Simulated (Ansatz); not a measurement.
YZn (Pm-3m)

These are results of Ansatz, DFT PBEsol, scalar-relativistic, plane waves, PAW, not measurements.

Settings: cutoff 420 eV, Γ-centred mesh 12×12×12 on the computed 2-atom cell, Gaussian smearing of 0.10 eV; no spin polarisation.

The structure is relaxed at this level of theory with its symmetry kept. Whether it is the stable form of this composition wasn't checked.

```cif
data_structure
_symmetry_space_group_name_H-M 'Pm-3m'
_symmetry_Int_Tables_number 221
_cell_length_a 3.5214
_cell_length_b 3.5214
_cell_length_c 3.5214
_cell_angle_alpha 90.000
_cell_angle_beta 90.000
_cell_angle_gamma 90.000
_cell_volume 43.67
loop_
_atom_site_label
_atom_site_type_symbol
_atom_site_symmetry_multiplicity
_atom_site_Wyckoff_symbol
_atom_site_fract_x
_atom_site_fract_y
_atom_site_fract_z
_atom_site_occupancy
Y1 Y 1 a 0.00000 0.00000 0.00000 1
Zn1 Zn 1 b 0.50000 0.50000 0.50000 1
```

**Question.** Formation energy from the elements' standard states (uncorrected)?

**Answer.** -0.359 eV/atom.

**Question.** Density of states at the Fermi level?

**Answer.** 3.16 states/eV per cell.

**Question.** Löwdin character within 0.5 eV of the Fermi level?

**Answer.** Y 4d 77 %, unprojected 18 %.

**Question.** Bulk modulus?

**Answer.** 66 GPa.

**Question.** Its pressure derivative?

**Answer.** 3.9.

**Question.** Bader charges (e)?

**Answer.** Y (1 in the cell) 1.28, Zn (1 in the cell) -1.28.

Cost: 9 runs of about 0.71 core-minutes in all, on Arm Neoverse V2 (shared hosts).